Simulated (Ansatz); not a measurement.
HSiN, singlet in 6-31G: errors against full CI

Geometry: a point of a breathe scan, not a stationary point.

```json
{"atom": "Si", "x (Å)": "0.0000", "y (Å)": "0.0000", "z (Å)": "0.0258"}
{"atom": "N", "x (Å)": "0.0000", "y (Å)": "0.0000", "z (Å)": "-1.7024"}
{"atom": "H", "x (Å)": "0.0000", "y (Å)": "0.0000", "z (Å)": "1.6766"}
```

Basis 6-31G; Ansatz 0.2.0. Only valence electrons are correlated (noble-gas cores frozen), which leaves 10 electrons in 18 orbitals. R marks a restricted (for open shells ROHF) determinant, U an unrestricted one. Active spaces: pair = (2e, 2o) about the gap; valence = (10e, 9o) chosen from the atoms' valence shells.

Full CI is exact within this basis and frozen core; it isn't the basis-set limit. The frozen core follows each run's orbitals, which can shift R against U totals by a few meV.

Unrestricted rows (U) aren't spin-pure: their determinants' ⟨S²⟩ exceeds S(S+1) by up to 1.57, so they mix in states of higher spin.

The UHF ⟨S²⟩ is 1.572. The T1 diagnostic (RCCSD) is 0.0353 and the largest doubles amplitude (RCCSD) is 0.173.

```csv
level,E − E(RHF) (eV)
UHF,-1.7592
RMP2,-7.3540
UMP2,-4.7524
RCCSD*,-6.6340
UCCSD*,-6.6461
RCCSD(T)*,-7.0733
UCCSD(T)*,-6.8873
```

(1) Estimate how far full CI in 6-31G lies from RCCSD(T). The table doesn't fix it; the size of (T) and the diagnostics are the guide.

(1) Full CI in 6-31G lies 8.6 kJ/mol below RCCSD(T), which is 20 % of the (T) step (-42.4 kJ/mol). T1 is raised, a doubles amplitude is large, RHF is unstable towards spin polarisation, but (T) still catches most of what CCSD lacks. The miss exceeds 1 kcal/mol.

The other levels:

```
                     level  E − E(full CI) (kJ/mol)  share of correlation (%)  wall time
                      CISD                    124.9                     81.92     0.54 s
                  BCCD(T)*                      7.0                     98.99     0.78 s
                    RCCSDT                      9.6                     98.61          –
                   UCCSDT*                     13.1                     98.10          –
                    CISDTQ                     15.8                     97.72      2.8 s
                 RCCSDT(Q)                     -2.0                    100.28      1.5 s
                UCCSDT(Q)*                      2.7                     99.61        6 s
                   RCCSDTQ                      2.5                     99.64       10 s
       CASSCF (pair space)                    567.3                     17.91          –
       NEVPT2 (pair space)                     64.8                     90.62     0.36 s
       MRCISD (pair space)                     98.7                     85.72          –
     MRCISD+Q (pair space)                     28.2                     95.92     0.48 s
    CASSCF (valence space)                    146.1                     78.86          –
    NEVPT2 (valence space)                     36.3                     94.75      3.4 s
NEVPT4(SD) (valence space)                      5.8                     99.16      4.6 s
    MRCISD (valence space)                      6.3                     99.09          –
  MRCISD+Q (valence space)                      2.5                     99.64      4.9 s
```

An asterisk marks runs whose energy the program itself flagged as in doubt.

The correlation energy at full CI, counted from RHF, is -7.162 eV. That run took 2.2 min on 1 thread of Arm Neoverse V1, shared host over 18,367,552 determinants.

Times hold each run's SCF and search for its determinant on a shared host, so for small cases they say little of a method's own cost; they ran on 1 thread of Arm Neoverse V1.

More than 5 meV below full CI, which no variational method can be: RMP2, RCCSDT(Q).

The full-CI state has the irrep A1 of C2v, in the program's axes (one component, if the state is degenerate).

Natural occupations of full CI about the gap: 1.980 1.948 1.891 1.838 1.838 0.158 0.158 0.125 0.024 0.011; effectively unpaired electrons, Σ n²(2−n)², 0.46.
